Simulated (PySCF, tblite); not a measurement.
# C₅H₅F: a rotation path, then NMR shifts and spin-spin couplings on frames, part 3 of 3

tblite 0.8.0 and PySCF 2.14.0. Atoms count from 0.

**10. Spin-spin couplings: image 6, B3LYP/pcJ-1**

The job: settings as JSON, then the geometry in Å.

```
{"job": {"kind": "j", "xc": "B3LYP", "basis": "pcJ-1"}, "charge": 0, "multiplicity": 1}
C      1.762100    -1.138000    -0.019100
C      1.113700     0.015200     0.082200
F      1.790000     1.131300     0.451000
C     -0.283900     0.221600    -0.126200
C     -1.392600     0.040200    -0.790300
C     -1.515400     0.891700     0.433900
H      1.237100    -2.032400    -0.294500
H      2.814600    -1.201300     0.190500
H     -1.907100    -0.357900    -1.628300
H     -1.972800     0.466900     1.320800
H     -1.640200     1.965400     0.354000
```

Method: B3LYP/pcJ-1 indirect spin-spin coupling, non-relativistic, gas phase.

The program printed:

```text
coarse grid: 9616 points
cycle   1  E = -293.1578805396  dE =  9.155e-01  |g| = 5.656e-01  |ddm| = 2.869e+00
cycle   2  E = -293.1048066179  dE =  5.307e-02  |g| = 7.965e-01  |ddm| = 9.609e-01
cycle   3  E = -293.2158578146  dE = -1.111e-01  |g| = 1.145e-01  |ddm| = 5.761e-01
cycle   4  E = -293.2182693228  dE = -2.412e-03  |g| = 6.206e-02  |ddm| = 1.440e-01
cycle   5  E = -293.2191190855  dE = -8.498e-04  |g| = 2.086e-02  |ddm| = 5.833e-02
cycle   6  E = -293.2192134149  dE = -9.433e-05  |g| = 3.719e-03  |ddm| = 1.950e-02
cycle   7  E = -293.2192163407  dE = -2.926e-06  |g| = 1.317e-03  |ddm| = 4.819e-03
final grid: 94504 points
cycle   8  E = -293.2725139683  dE = -1.219e-04  |g| = 5.971e-03  |ddm| = 2.233e-02
cycle   9  E = -293.2725085928  dE =  5.375e-06  |g| = 7.991e-03  |ddm| = 1.157e-02
cycle  10  E = -293.2725214615  dE = -1.287e-05  |g| = 9.488e-04  |ddm| = 6.987e-03
cycle  11  E = -293.2725215749  dE = -1.134e-07  |g| = 4.623e-04  |ddm| = 1.034e-03
cycle  12  E = -293.2725216151  dE = -4.022e-08  |g| = 1.115e-04  |ddm| = 3.540e-04
cycle  13  E = -293.2725216179  dE = -2.779e-09  |g| = 2.669e-05  |ddm| = 1.006e-04
cycle  14  E = -293.2725216180  dE = -1.266e-10  |g| = 1.347e-05  |ddm| = 3.360e-05
converged SCF energy = -293.2725216180

Indirect spin-spin couplings (Hz)
  i      j    bonds     total        FC       PSO       DSO        SD
  0 C    1 C    1     95.008   103.727    -8.958     0.238         -
  0 C    2 F    2     24.871    34.650   -22.061    -0.290    12.572
  0 C    3 C    2     10.123    10.005     0.136    -0.018         -
  0 C    4 C    3      2.412     2.517    -0.054    -0.051         -
  0 C    5 C    3      1.647     1.703     0.022    -0.078         -
  0 C    6 H    1    171.870   170.706     0.515     0.649         -
  0 C    7 H    1    168.966   167.809     0.499     0.659         -
  0 C    8 H    4     -1.077    -1.026     0.138    -0.189         -
  0 C    9 H    4      0.783     0.834     0.152    -0.204         -
  0 C   10 H    4      0.480     0.493     0.332    -0.345         -
  1 C    2 F    1   -312.976  -309.123    -7.485     0.847     2.785
  1 C    3 C    1    104.009   106.297    -2.626     0.337         -
  1 C    4 C    2      0.513     0.527     0.050    -0.064         -
  1 C    5 C    2     -1.964    -1.599    -0.332    -0.033         -
  1 C    6 H    2      9.734    11.398    -1.368    -0.295         -
  1 C    7 H    2     -7.801    -6.087    -1.365    -0.349         -
  1 C    8 H    3      0.369     0.346     0.306    -0.284         -
  1 C    9 H    3     -1.696    -1.674     0.133    -0.155         -
  1 C   10 H    3     -0.162    -0.086     0.121    -0.197         -
  2 F    3 C    2     40.816    43.908    -5.067     0.013     1.961
  2 F    4 C    3     10.415    11.337     1.437    -0.352    -2.007
  2 F    5 C    3      0.056     0.233    -0.166    -0.087     0.076
  2 F    6 H    3     38.609    42.682    -2.452    -2.388     0.767
  2 F    7 H    3     10.994    16.543    -4.298    -0.306    -0.946
  2 F    8 H    4      0.890     0.651     1.416    -1.343     0.166
  2 F    9 H    4      0.253     0.170     1.106    -0.778    -0.245
  2 F   10 H    4      5.636     5.543     0.097    -0.109     0.105
  3 C    4 C    1     70.467    76.246    -5.979     0.200         -
  3 C    5 C    1     11.121    11.553    -0.622     0.190         -
  3 C    6 H    3      4.068     4.108    -0.144     0.105         -
  3 C    7 H    3     10.327    10.369     0.406    -0.448         -
  3 C    8 H    2      2.987     3.278     0.511    -0.802         -
  3 C    9 H    2     -0.601    -0.544     0.209    -0.266         -
  3 C   10 H    2     -1.253    -1.205     0.244    -0.292         -
  4 C    5 C    1     13.056    14.022    -1.110     0.144         -
  4 C    6 H    4     -1.150    -1.087    -0.080     0.017         -
  4 C    7 H    4     -1.048    -1.051     0.372    -0.369         -
  4 C    8 H    1    242.120   242.619    -1.240     0.741         -
  4 C    9 H    2     -2.136    -2.026     0.291    -0.401         -
  4 C   10 H    2     -2.279    -2.184     0.330    -0.425         -
  5 C    6 H    4     -0.291    -0.228     0.157    -0.220         -
  5 C    7 H    4      0.514     0.571     0.284    -0.342         -
  5 C    8 H    2      2.762     2.691     0.751    -0.680         -
  5 C    9 H    1    172.843   171.561     0.533     0.749         -
  5 C   10 H    1    177.228   176.017     0.464     0.747         -
  6 H    7 H    2     -3.629    -3.922     3.938    -3.645         -
  6 H    8 H    5      0.408     0.444     0.007    -0.043         -
  6 H    9 H    5     -0.703    -0.614     0.371    -0.459         -
  7 H    8 H    5      0.356     0.437     1.114    -1.195         -
  7 H    9 H    5     -0.833    -0.731     0.938    -1.040         -
  7 H   10 H    5      0.177     0.279     1.131    -1.232         -
  8 H    9 H    3     -1.247    -1.114     2.006    -2.140         -
  8 H   10 H    3     -1.232    -1.098     1.943    -2.077         -
  9 H   10 H    2      6.897     6.765     3.191    -3.058         -
```

Run time: 35 s. Hardware: 1 thread of Arm Neoverse N1, shared host; peak memory 0.87 GiB.

In short: J(C1,F2) -313.0 Hz, J(C4,H8) 242.1 Hz, J(C5,H9) 175.0 Hz (means over like pairs).

**11. Shielding tensors: image 8, PBE0/pcSseg-1**

The job: settings as JSON, then the geometry in Å.

```
{"job": {"kind": "nmr", "xc": "PBE0", "basis": "pcSseg-1", "pop": false}, "charge": 0, "multiplicity": 1}
C      1.813400    -1.058100    -0.219700
C      1.061200    -0.083100     0.286000
F      1.615300     0.798100     1.153800
C     -0.311900     0.151300     0.010300
C     -1.431200    -0.149700    -0.598900
C     -1.488800     1.038100     0.309400
H      1.393500    -1.766000    -0.907700
H      2.849200    -1.155500     0.049600
H     -1.983100    -0.764800    -1.264600
H     -1.987000     0.956300     1.269100
H     -1.525200     2.036000    -0.113300
```

Level: GIAO PBE0/pcSseg-1 NMR shielding, non-relativistic, gas phase.

The program printed:

```text
coarse grid: 9616 points
cycle   1  E = -292.8066101858  dE =  9.907e-01  |g| = 5.046e-01  |ddm| = 3.093e+00
cycle   2  E = -292.7750235588  dE =  3.159e-02  |g| = 6.746e-01  |ddm| = 8.429e-01
cycle   3  E = -292.8554099023  dE = -8.039e-02  |g| = 8.761e-02  |ddm| = 4.903e-01
cycle   4  E = -292.8569654395  dE = -1.556e-03  |g| = 4.226e-02  |ddm| = 1.181e-01
cycle   5  E = -292.8573600892  dE = -3.946e-04  |g| = 1.415e-02  |ddm| = 4.632e-02
cycle   6  E = -292.8574039579  dE = -4.387e-05  |g| = 3.349e-03  |ddm| = 1.810e-02
cycle   7  E = -292.8574065366  dE = -2.579e-06  |g| = 1.224e-03  |ddm| = 4.727e-03
final grid: 94504 points
cycle   8  E = -292.9010002824  dE = -2.754e-05  |g| = 6.458e-03  |ddm| = 2.944e-02
cycle   9  E = -292.9009966566  dE =  3.626e-06  |g| = 7.940e-03  |ddm| = 1.465e-02
cycle  10  E = -292.9010106911  dE = -1.403e-05  |g| = 1.105e-03  |ddm| = 7.876e-03
cycle  11  E = -292.9010109226  dE = -2.315e-07  |g| = 1.971e-04  |ddm| = 9.120e-04
cycle  12  E = -292.9010109291  dE = -6.564e-09  |g| = 1.277e-04  |ddm| = 2.439e-04
cycle  13  E = -292.9010109328  dE = -3.661e-09  |g| = 1.854e-05  |ddm| = 1.176e-04
cycle  14  E = -292.9010109329  dE = -5.554e-11  |g| = 9.856e-06  |ddm| = 2.407e-05
converged SCF energy = -292.9010109329

GIAO shielding tensors (ppm)
atom      isotropic    diamagn.    paramagn.     s11        s22        s33       span
  0 C       79.482     258.710    -179.228    -18.270     97.033    159.684    177.954
  1 C       19.991     246.123    -226.131    -74.509     62.709     71.773    146.282
  2 F      272.815     475.450    -202.636    179.623    303.847    334.974    155.351
  3 C       66.732     254.391    -187.659    -68.189     99.447    168.937    237.126
  4 C       68.123     255.310    -187.188    -63.153     85.751    181.770    244.923
  5 C      176.268     248.825     -72.556    137.437    152.050    239.317    101.880
  6 H       26.351      31.840      -5.488     24.273     24.849     29.933      5.660
  7 H       26.343      28.771      -2.428     23.791     24.872     30.368      6.577
  8 H       24.347      32.728      -8.382     20.772     24.803     27.465      6.693
  9 H       30.308      29.871       0.437     25.255     26.881     38.789     13.535
 10 H       30.309      29.872       0.438     25.259     26.879     38.789     13.530
```

Run time: 12 s. Hardware: 1 thread of Arm Neoverse N1, shared host; peak memory 0.65 GiB.

Key values: δ C1 166.9, C3 120.2, C4 118.8, C0 107.4, H8 7.37, H7 5.37 ppm.

**12. Spin-spin couplings: image 8, B3LYP/pcJ-1**

Settings changed since step 11:

```diff
@@ -1,2 +1,2 @@
-{"job": {"kind": "nmr", "xc": "PBE0", "basis": "pcSseg-1", "pop": false}, "charge": 0, "multiplicity": 1}
+{"job": {"kind": "j", "xc": "B3LYP", "basis": "pcJ-1"}, "charge": 0, "multiplicity": 1}
 C      1.813400    -1.058100    -0.219700
```

Method: B3LYP/pcJ-1 indirect spin-spin coupling, non-relativistic, gas phase.

The program printed:

```text
coarse grid: 9616 points
cycle   1  E = -293.1616950440  dE =  9.168e-01  |g| = 5.611e-01  |ddm| = 2.895e+00
cycle   2  E = -293.1121071234  dE =  4.959e-02  |g| = 7.842e-01  |ddm| = 9.355e-01
cycle   3  E = -293.2190138455  dE = -1.069e-01  |g| = 1.074e-01  |ddm| = 5.485e-01
cycle   4  E = -293.2211305675  dE = -2.117e-03  |g| = 5.707e-02  |ddm| = 1.351e-01
cycle   5  E = -293.2218462862  dE = -7.157e-04  |g| = 2.017e-02  |ddm| = 5.472e-02
cycle   6  E = -293.2219340021  dE = -8.772e-05  |g| = 4.263e-03  |ddm| = 1.937e-02
cycle   7  E = -293.2219378285  dE = -3.826e-06  |g| = 1.785e-03  |ddm| = 5.343e-03
final grid: 94504 points
cycle   8  E = -293.2748113720  dE = -1.206e-04  |g| = 6.110e-03  |ddm| = 1.799e-02
cycle   9  E = -293.2748023410  dE =  9.031e-06  |g| = 8.699e-03  |ddm| = 1.292e-02
cycle  10  E = -293.2748193782  dE = -1.704e-05  |g| = 1.309e-03  |ddm| = 8.185e-03
cycle  11  E = -293.2748196707  dE = -2.925e-07  |g| = 7.773e-04  |ddm| = 1.591e-03
cycle  12  E = -293.2748198115  dE = -1.408e-07  |g| = 2.601e-04  |ddm| = 7.326e-04
cycle  13  E = -293.2748198238  dE = -1.234e-08  |g| = 3.327e-05  |ddm| = 1.983e-04
cycle  14  E = -293.2748198241  dE = -2.080e-10  |g| = 1.698e-05  |ddm| = 4.017e-05
converged SCF energy = -293.2748198241

Indirect spin-spin couplings (Hz)
  i      j    bonds     total        FC       PSO       DSO        SD
  0 C    1 C    1     94.422   103.107    -8.924     0.239         -
  0 C    2 F    2     27.986    35.452   -22.273    -0.285    15.092
  0 C    3 C    2      9.896     9.652     0.264    -0.019         -
  0 C    4 C    3      2.888     3.009    -0.078    -0.043         -
  0 C    5 C    3      1.326     1.408     0.007    -0.088         -
  0 C    6 H    1    171.843   170.729     0.470     0.644         -
  0 C    7 H    1    170.301   169.201     0.449     0.651         -
  0 C    8 H    4     -1.986    -1.913     0.079    -0.153         -
  0 C    9 H    4      1.067     1.106     0.269    -0.308         -
  0 C   10 H    4      1.062     1.101     0.269    -0.309         -
  1 C    2 F    1   -311.403  -305.590    -8.390     0.850     1.727
  1 C    3 C    1    105.751   108.378    -2.966     0.339         -
  1 C    4 C    2      0.454     0.384     0.133    -0.063         -
  1 C    5 C    2     -1.340    -0.975    -0.329    -0.037         -
  1 C    6 H    2      8.896    10.561    -1.376    -0.290         -
  1 C    7 H    2     -8.297    -6.606    -1.347    -0.344         -
  1 C    8 H    3      1.326     1.326     0.287    -0.287         -
  1 C    9 H    3     -1.539    -1.488     0.137    -0.189         -
  1 C   10 H    3     -1.527    -1.475     0.137    -0.189         -
  2 F    3 C    2     49.635    49.211    -3.946     0.005     4.365
  2 F    4 C    3      8.274    10.870     2.820    -0.390    -5.026
  2 F    5 C    3      4.216     4.210     0.147    -0.053    -0.088
  2 F    6 H    3     37.475    41.524    -2.412    -2.381     0.745
  2 F    7 H    3      9.368    14.986    -4.341    -0.300    -0.977
  2 F    8 H    4      8.492     7.779     1.707    -1.480     0.487
  2 F    9 H    4     -0.613    -0.694     0.508    -0.340    -0.087
  2 F   10 H    4     -0.578    -0.659     0.502    -0.336    -0.085
  3 C    4 C    1     68.796    74.431    -5.837     0.202         -
  3 C    5 C    1     12.391    12.858    -0.660     0.193         -
  3 C    6 H    3      4.804     4.876    -0.164     0.092         -
  3 C    7 H    3     11.339    11.375     0.415    -0.452         -
  3 C    8 H    2      2.082     2.333     0.546    -0.796         -
  3 C    9 H    2     -0.610    -0.563     0.232    -0.279         -
  3 C   10 H    2     -0.614    -0.568     0.233    -0.279         -
  4 C    5 C    1     13.845    14.785    -1.084     0.144         -
  4 C    6 H    4     -1.827    -1.716    -0.181     0.070         -
  4 C    7 H    4     -2.006    -2.035     0.392    -0.364         -
  4 C    8 H    1    242.818   243.299    -1.220     0.740         -
  4 C    9 H    2     -2.708    -2.611     0.314    -0.411         -
  4 C   10 H    2     -2.712    -2.616     0.315    -0.411         -
  5 C    6 H    4      0.780     0.861     0.198    -0.279         -
  5 C    7 H    4      2.149     2.207     0.297    -0.356         -
  5 C    8 H    2      2.628     2.556     0.751    -0.679         -
  5 C    9 H    1    174.885   173.621     0.508     0.756         -
  5 C   10 H    1    174.914   173.650     0.507     0.756         -
  6 H    7 H    2     -3.999    -4.296     3.938    -3.641         -
  6 H    8 H    5      1.506     1.516    -0.315     0.305         -
  6 H    9 H    5     -1.010    -0.910     0.938    -1.038         -
  6 H   10 H    5     -1.003    -0.903     0.941    -1.042         -
  7 H    8 H    5      1.755     1.836     1.106    -1.187         -
  7 H    9 H    5     -1.236    -1.131     1.071    -1.176         -
  7 H   10 H    5     -1.227    -1.123     1.072    -1.176         -
  8 H    9 H    3     -0.871    -0.734     1.963    -2.099         -
  8 H   10 H    3     -0.870    -0.733     1.961    -2.098         -
  9 H   10 H    2      6.361     6.225     3.179    -3.042         -
```

Run time: 36 s. Hardware: 1 thread of Arm Neoverse N1, shared host; peak memory 0.87 GiB.

This run: J(C1,F2) -311.4 Hz, J(C4,H8) 242.8 Hz, J(C5,H9) 174.9 Hz (means over like pairs).

**13. Comparing the runs: NMR shifts**

Shifts (ppm) of some atoms, chosen among heavy atoms and hydrogens apart, with basis size and wall time:

| frame | C3 | C4 | C0 | C5 | H7 | H6 | F2 | functions | time |
| --- | --- | --- | --- | --- | --- | --- | --- | --- | --- |
| image 0 | 119.0 | 117.4 | 108.9 | 10.1 | 5.60 | 5.20 | -104.1 | 127 | 17 s |
| image 2 | 121.1 | 121.3 | 104.8 | 12.1 | 5.57 | 5.02 | -89.3 | 127 | 12 s |
| image 4 | 123.5 | 122.9 | 100.6 | 14.8 | 5.25 | 4.73 | -90.2 | 127 | 12 s |
| image 6 | 122.1 | 119.2 | 104.3 | 12.9 | 5.21 | 5.07 | -102.2 | 127 | 12 s |
| image 8 | 120.2 | 118.8 | 107.4 | 10.7 | 5.37 | 5.37 | -101.9 | 127 | 12 s |

**14. Run by run: spin-spin couplings**

Couplings (Hz), each a mean over the pairs like the one named, with basis size and wall time:

| frame | C1–F2 | C4–H8 | C5–H9 | C0–H6 | C0–H7 | C1–C3 | C0–C1 | functions | time |
| --- | --- | --- | --- | --- | --- | --- | --- | --- | --- |
| image 0 | -322.5 | 246.1 | 173.6 | 172.4 | 169.6 | 104.8 | 96.2 | 212 | 36 s |
| image 2 | -324.0 | 243.2 | 174.5 | 170.8 | 169.9 | 103.4 | 96.9 | 212 | 36 s |
| image 4 | -322.0 | 240.4 | 175.5 | 170.5 | 169.0 | 102.2 | 97.0 | 212 | 35 s |
| image 6 | -313.0 | 242.1 | 175.0 | 171.9 | 169.0 | 104.0 | 95.0 | 212 | 35 s |
| image 8 | -311.4 | 242.8 | 174.9 | 171.8 | 170.3 | 105.8 | 94.4 | 212 | 36 s |

**15. Outcome**

The summary covers parts 1 to 3.

| quantity | value |
| --- | --- |
| barrier | 0.211 eV (4.9 kcal/mol) at image 4 |
| end to end (GFN2-xTB) | 0.041 eV |
| 13C shifts against TMS (PBE0/pcSseg-1, image 0) | 168.1, 119.0, 117.4, 108.9, 10.1 ppm |
| 1H shifts against TMS (PBE0/pcSseg-1, image 0) | 7.33, 5.60, 5.20, 1.33, 1.33 ppm |
| 19F shifts against CFCl3 (PBE0/pcSseg-1, image 0) | -104.1 ppm |
| potential on the surface of density 0.002 e/bohr³, 1st and 99th percentile | -0.85 V and 1.16 V |
| largest coupling of the table (B3LYP/pcJ-1, image 0) | 1J(C,F) C1–F2, -322.5 Hz |
| range of the shift of F2 | -104.1 to -89.3 ppm |
| range of J(C1,F2), mean over like pairs | -324.0 to -311.4 Hz |

**Reading.** Along the band the dihedral turns by 180°, and the top (dihedral -89°) lies 4.9 kcal/mol above the start (GFN2-xTB, rough), so at room temperature this motion is fast. Ends this close can change order at a higher level. The top was not checked by a frequency run. Shifts at one fixed geometry are not the observed spectrum, which averages over the motion. At PBE0/pcSseg-1, counted by nearest atom on the grid, the HOMO lies on C0, C4 about 24 % each; C3 15 %, the LUMO on C0, C4 about 23 % each; C1, C3 about 16 % each. In the run at B3LYP/pcJ-1, the largest coupling of the table is C1–F2, -322.5 Hz, of which the Fermi-contact term gives -318.9 Hz. In ppm, F2 moves most: its shift spreads over 14.8 ppm, from -104.1 (image 0) to -89.3 (image 2). The coupling C1–F2, as a mean over pairs of its kind, runs from -324.0 Hz (image 2) to -311.4 Hz (image 8).
